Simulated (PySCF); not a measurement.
**butane: calculation against experiment**

**The experiment to reproduce.**

NIST CCCBDB Release 22 (SRD 101), experimental polarizabilities lists, for the gas: mean polarisability 8.02 Å³.

The results are set against them at the end.

Butane, C4H10.
Atom-mapped SMILES: `[CH3:1][CH2:2][CH2:3][CH3:4]` (hydrogens: H5, H6, H7 on C1; H8, H9 on C2; H10, H11 on C3; H12, H13, H14 on C4)

Cartesian coordinates in Å at the PBE0-D3(BJ)/def2-TZVP level; atoms count from 1:
```
atom  x, y, z in Å
C1     1.7926   -0.6756    0.5406
C2     0.3656   -0.1720    0.6648
C3    -0.3634   -0.1085   -0.6678
C4    -1.7947    0.3815   -0.5407
H5     2.3829   -0.0289   -0.1147
H6     2.2937   -0.7116    1.5106
H7     1.8182   -1.6833    0.1161
H8     0.3634    0.8240    1.1231
H9    -0.1960   -0.8187    1.3492
H10   -0.3529   -1.1030   -1.1292
H11    0.1924    0.5452   -1.3502
H12   -1.8300    1.3882   -0.1146
H13   -2.2983    0.4131   -1.5094
H14   -2.3770   -0.2720    0.1153
```

The PySCF runs (gas phase, on this PBE0-D3(BJ)/def2-TZVP geometry; no spin–orbit coupling):

| level | job | basis functions |
| --- | --- | --- |
| CAM-B3LYP/aug-cc-pVTZ | 10 singlets by full TDDFT, 4 Tamm–Dancoff triplets, polarisability | 414 |
| PBE0/aug-cc-pVTZ | 10 singlets by full TDDFT, 4 Tamm–Dancoff triplets, polarisability, dynamic polarisability | 414 |
| wB97X-D/aug-cc-pVTZ | 10 singlets by full TDDFT, 4 Tamm–Dancoff triplets, polarisability, ΔSCF ions | 414 |

Results beside the measurements:

**Mean polarisability.** Measured: 8.02 Å³ (NIST CCCBDB Release 22 (SRD 101), experimental polarizabilities).

| level | computed (Å³) | computed − measured (Å³) | % (from the printed values) |
| --- | --- | --- | --- |
| CAM-B3LYP/aug-cc-pVTZ | 7.84 | -0.18 | -2 |
| PBE0/aug-cc-pVTZ | 7.90 | -0.12 | -1 |
| wB97X-D/aug-cc-pVTZ | 7.83 | -0.19 | -2 |

Closest is PBE0/aug-cc-pVTZ (-0.12 Å³), furthest wB97X-D/aug-cc-pVTZ (-0.19 Å³); one molecule doesn't rank methods. All 3 levels lie below the measurement. The computed values are static and purely electronic, with core orbitals frozen in the response (1 au = 0.148185 Å³). The table of measured values doesn't say here whether a value is static or optical, or holds a vibrational part. The measurement averages over conformers, the calculation has one.

No measured geometry was used, and the causes of the misses weren't examined.
